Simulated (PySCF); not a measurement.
Compound: FH.
InChI=1S/FH/h1H

Computed with PySCF, BHandHLYP/6-31+G* geometry optimisation, gas phase.

Masses are those of the commonest isotopes; rigid-rotor values at the optimised geometry. 

(1) What are the moment of inertia and the rotational constant?

(2) List the first levels of a rigid rotor in a Σ state.

(3) Where do the first rotational lines fall?

(4) Estimate the classical rotational partition function at 500 K.

Answers

(1) I = 0.821 u·Å², B = 505379 MHz·u·Å²/I = 615273 MHz (20.5233 cm⁻¹, or 29.528 K as hB/k). For two atoms I = μr² with μ = 0.9571 u and r = 0.9264 Å.

(2) E(J) = BJ(J+1): J = 1: 41.047, J = 2: 123.140, J = 3: 246.280, J = 4: 410.466, J = 5: 615.699, J = 6: 861.979 cm⁻¹.

(3) The dipole is 2.06 D; J+1 ← J lies at 2B(J+1): 1 ← 0 at 1230.55 GHz, 2 ← 1 at 2461.09 GHz, 3 ← 2 at 3691.64 GHz, 4 ← 3 at 4922.19 GHz, 5 ← 4 at 6152.73 GHz, 6 ← 5 at 7383.28 GHz.

(4) Point group C∞v, symmetry number σ = 1; q = kT/(σhB), k/h = 20836.6 MHz/K: 16.9 at 500 K.

Stationary, but not proved a minimum. Constants of a rigid frame at the computed geometry: no zero-point averaging, no centrifugal distortion.
